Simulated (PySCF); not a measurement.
## Scan of B$_{2}$H, quartet

Starting geometry (PBE0/def2-TZVP stationary point for this spin, not checked as a minimum):

```xyz
3

B     0.0000    0.0000    0.1141
B     0.0000    0.0000   -1.4064
H     0.0000    0.0000    1.2923
```

From there the angle named below is changed in its plane at fixed bond lengths, both arms turning rigidly about the middle atom; atoms are numbered as listed. Energies are in eV, counted from the starting geometry at the same level.

Basis 6-31G; PySCF 2.14.0. Correlated methods freeze the noble-gas cores. Prefix R: restricted or restricted open-shell reference; prefix U: unrestricted.

Full CI is exact within this basis and frozen core; it isn't the basis-set limit. The frozen core follows each run's orbitals, which can shift R against U totals by a few meV.

```csv
angle B2-B1-H3 (°),full CI,unpaired electrons (full CI),error RHF,error UHF,error RMP2,error UCCSD,error RCCSDT,error UCCSDT
69.0,1.889,3.04,0.226,0.184,0.083,0.032,0.000,0.000
89.2,1.468,3.04,0.107,0.057,0.123,0.019,-0.001,-0.001
108.1,1.006,3.03,0.093,0.042,0.133,0.013,-0.001,-0.001
122.9,0.656,3.03,0.116,0.066,0.104,0.009,0.000,0.000
143.7,0.261,3.02,0.094,0.064,0.031,0.005,0.000,0.000
161.6,0.061,3.02,0.034,0.026,0.007,0.002,0.000,0.000
180.0,0.000,3.02,0.000,0.000,0.000,0.000,0.000,0.000
```

Unpaired electrons are Σ n²(2−n)² over natural occupations. Errors are those of relative energies. In total energy the starting point itself misses full CI by: RHF 2.398, UHF 2.358, RMP2 0.636, UCCSD 0.075, RCCSDT 0.006, UCCSDT 0.005 eV.

Spread of the error over the points with a reference, to 180.0 ° (largest less smallest): UCCSDT 0.002, RCCSDT 0.002, UCCSD 0.032, RMP2 0.133, UHF 0.184, RHF 0.226 eV.
